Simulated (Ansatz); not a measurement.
bcc Li was calculated with BLYP (plane waves, PAW; Ansatz, a quantum-chemistry and plane-wave program).

Numerical settings: plane-wave cutoff 520 eV, 22×22×22 k mesh, Fermi–Dirac smearing 0.05 eV, scalar-relativistic PAW data made under PBE.

Computed points:

```
V (Å³/atom)  E − E_lowest (meV/atom)  P (GPa)
-----------  -----------------------  -------
18.846                          3.35    0.943
19.247                          1.43    0.598
19.647                          0.34    0.282
20.048                          0.00   -0.007
20.449                          0.35   -0.272
20.850                          1.34   -0.514
21.251                          2.91   -0.736
```

**Question.** Estimate the bulk modulus from the pressures at 19.647 and 20.449 Å³/atom, and compare it with a fit to all energies.

**Answer.** B = −V dP/dV. Between V = 19.647 and 20.449 Å³/atom, dP/dV = (-0.272 − (0.282))/(20.449 − 19.647) = -0.691 GPa per Å³/atom; at the midpoint 20.048 Å³/atom this gives B ≈ 13.8 GPa. The third-order Birch–Murnaghan fit gives V0 = 20.038 Å³/atom, B0 = 13.8 GPa, B′ = 3.4, which lies within 1 % of that estimate.

Measured, for comparison: bulk modulus 13.8 GPa (corrected for temperature and zero-point phonon effects, our sources range from 13.1 to 13.9; as tabulated in Levämäki et al. (2014), arXiv:1402.3671); equilibrium volume per atom 20.51 Å³/atom (low-temperature or extrapolated to 0 K; zero-point anharmonic expansion removed; as tabulated in Csonka et al. (2009), arXiv:0903.4037). Computed (rounded) less measured: bulk modulus 0.0 % (inside the range of the sources held), equilibrium volume per atom -2.3 %.

The computed numbers hold no vibrational or temperature effects.
